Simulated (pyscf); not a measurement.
Elimination: H₂N–NH–SiH₃ (SMILES NN[SiH3]) → NH₃ (SMILES N) + HN=SiH₂ (SMILES N=[SiH2])

Gas phase, singlet surface, charge 0. Bonds broken: N1–N2, Si3–H7. Bonds formed: N1–H7. PySCF, gas phase, ωB97X-D3(BJ)/def2-SVP geometries. MP2 and CC: frozen core, UHF for open shells. ΔMP2 is the change of the MP2 total energy from the triple- to the quadruple-zeta basis.

Transition state (Å):

```xyz
9

N     -1.2007    -0.3980    -0.8336
N      0.8031    -0.1481     0.4080
Si    -0.4122     0.5218     1.4011
H     -0.7381     0.4007    -1.2862
H     -0.4997    -1.1388    -0.9717
H      1.7097     0.3418     0.4011
H     -1.4652    -0.4558     0.7871
H     -0.1295     0.6661     2.8722
H     -1.0982     1.7957     1.0077
```

One imaginary mode, 1657i cm⁻¹; descent along it reached the two sides named, in the forms told below.

| bond | change | reactant side (Å) | saddle | product side |
|---|---|---|---|---|
| N1–N2 | breaks | 1.402 | 2.370 | 2.9 |
| Si3–H7 | breaks | 1.494 | 1.563 | 2.513 |
| N1–H7 | forms | 3.2 | 1.643 | 1.022 |

Electronic energies relative to the reactant's lowest minimum found (kJ/mol):

```
level                             barrier  reaction energy  reverse barrier
--------------------------------  -------  ---------------  ---------------
ωB97X-D3(BJ)/def2-TZVP              475.2            +62.9            412.3
PBE/def2-TZVP                       373.6            +35.3            338.2
r²SCAN/def2-TZVP                    401.1            +40.6            360.4
B3LYP-D3(BJ)/def2-TZVP              419.2            +42.1            377.1
PBE0-D3(BJ)/def2-TZVP               441.2            +58.9            382.3
M06-2X/def2-TZVP                    475.8            +54.9            420.9
ωB97M-D3(BJ)/def2-TZVP              456.3            +45.9            410.4
HF/def2-TZVP                        584.1            +60.3            523.8
MP2/def2-QZVPP                      447.9            +24.4            423.5
CCSD/def2-TZVPP                     453.9            +37.4            416.6
CCSD(T)/def2-TZVPP                  390.3            +30.5            359.7
CCSD(T)/def2-TZVPP + ΔMP2(QZVPP)    392.4            +30.0            362.3
```

With CCSD(T)/def2-TZVPP + ΔMP2(QZVPP) energies and thermal terms (ideal gas, 1 atm, RRHO with modes under 100 cm⁻¹ raised to 100, one conformer, R ln 2 for chiral ones without a mode under 150 cm⁻¹), in kJ/mol:

```json
[
 {"T (K)": "298", "ΔH‡": "374.7", "ΔG‡": "376.5", "ΔH": "+23.4", "ΔG": "-17.8"},
 {"T (K)": "600", "ΔH‡": "375.5", "ΔG‡": "378.0", "ΔH": "+22.6", "ΔG": "-59.5"},
 {"T (K)": "900", "ΔH‡": "375.5", "ΔG‡": "379.3", "ΔH": "+19.0", "ΔG": "-99.9"},
 {"T (K)": "1200", "ΔH‡": "374.7", "ΔG‡": "380.6", "ΔH": "+14.2", "ΔG": "-138.8"}
]
```

On the product side the descent ends in an adduct with a N–Si contact (not fully relaxed), 88.2 kJ/mol under the separated species and 500.5 kJ/mol under the saddle at ωB97X-D3(BJ)/def2-TZVP. The same reactants have a lower exit, to H₂N–SiH₂–NH₂ (barrier +270.5 kJ/mol at ωB97M-D3(BJ), against +456.3 kJ/mol here). H₂N–NH–SiH₃ lies 240.0 kJ/mol over its isomer H₂N–SiH₂–NH₂ (electronic energy, ωB97M-D3(BJ)). HN=SiH₂ lies 76.0 kJ/mol over its isomer H₂N–SiH: [singlet] (electronic energy, ωB97M-D3(BJ)). One saddle was located; it need not be the lowest between these sides. A restricted solution here is unstable towards spin polarisation, so biradical character is likely and single-reference numbers are less safe. The CCSD(T) − MP2 part came from Ansatz, without density fitting, on the same reference. The largest closed-shell T1 diagnostic is 0.056, which may signal static correlation.
